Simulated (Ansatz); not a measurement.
Born–Oppenheimer molecular dynamics of BClH3Si (6 atoms, charge 0, multiplicity 2). It starts from a relaxed structure.

Computed with Ansatz, UKS B3LYP-D4/cc-pVDZ.

| Property | Result |
| --- | --- |
| ensemble | NVE (velocity Verlet) |
| time step | 0.25 fs |
| steps asked | 100 |
| starting velocities drawn for | 300 K |
| masses | H 10 u |
| seed | 518644 |

First frame:

```xyz
6
Properties=species:S:1:pos:R:3
Si -0.687 0.467 -0.480
B 0.768 -0.322 0.547
Cl 0.956 -2.087 0.599
H -1.682 -0.337 -1.245
H -0.918 1.937 -0.579
H 1.562 0.342 1.157
```

(1) What does the run give?

(2) What happens to the structure?

(3) How do temperature and energy run in time?

## Answers

(1) The run went to its last step.

* steps done: 100
* time covered: 25 fs
* mean temperature over the second half: 185 K
* spread of the potential energy over the second half: 2.0 meV per atom
* mean potential energy of the second half above the start: 9.9 meV per atom

The conserved energy stayed within 0.0015 meV per atom of its start (net change 0.001 meV per atom), so the integration is sound. A run of 0.025 ps of so small a system gives no equilibrium averages.

(2) The same pairs are bonded in the first frame and the last. Pairs count as bonded within 1.25 times the sum of covalent radii (0.12 Å more for H–H). The details hang on the random start.

(3) 
```json
{"time (fs)": "0.0", "T (K)": "300", "potential energy less start (eV)": "0.000", "conserved less start (meV/atom)": "0.00"}
{"time (fs)": "2.0", "T (K)": "293", "potential energy less start (eV)": "0.003", "conserved less start (meV/atom)": "0.00"}
{"time (fs)": "4.0", "T (K)": "276", "potential energy less start (eV)": "0.012", "conserved less start (meV/atom)": "0.00"}
{"time (fs)": "6.0", "T (K)": "254", "potential energy less start (eV)": "0.024", "conserved less start (meV/atom)": "0.00"}
{"time (fs)": "8.0", "T (K)": "234", "potential energy less start (eV)": "0.034", "conserved less start (meV/atom)": "0.00"}
{"time (fs)": "10.0", "T (K)": "219", "potential energy less start (eV)": "0.042", "conserved less start (meV/atom)": "0.00"}
{"time (fs)": "12.0", "T (K)": "211", "potential energy less start (eV)": "0.046", "conserved less start (meV/atom)": "0.00"}
{"time (fs)": "14.0", "T (K)": "208", "potential energy less start (eV)": "0.048", "conserved less start (meV/atom)": "0.00"}
{"time (fs)": "16.0", "T (K)": "205", "potential energy less start (eV)": "0.049", "conserved less start (meV/atom)": "0.00"}
{"time (fs)": "18.0", "T (K)": "198", "potential energy less start (eV)": "0.053", "conserved less start (meV/atom)": "0.00"}
{"time (fs)": "20.0", "T (K)": "184", "potential energy less start (eV)": "0.060", "conserved less start (meV/atom)": "0.00"}
{"time (fs)": "22.0", "T (K)": "165", "potential energy less start (eV)": "0.070", "conserved less start (meV/atom)": "0.00"}
{"time (fs)": "24.0", "T (K)": "144", "potential energy less start (eV)": "0.081", "conserved less start (meV/atom)": "0.00"}
```

Run time: 9.2 min on 1 thread of AMD EPYC (Zen 3), with other jobs on the host, peak memory 0.17 GiB.
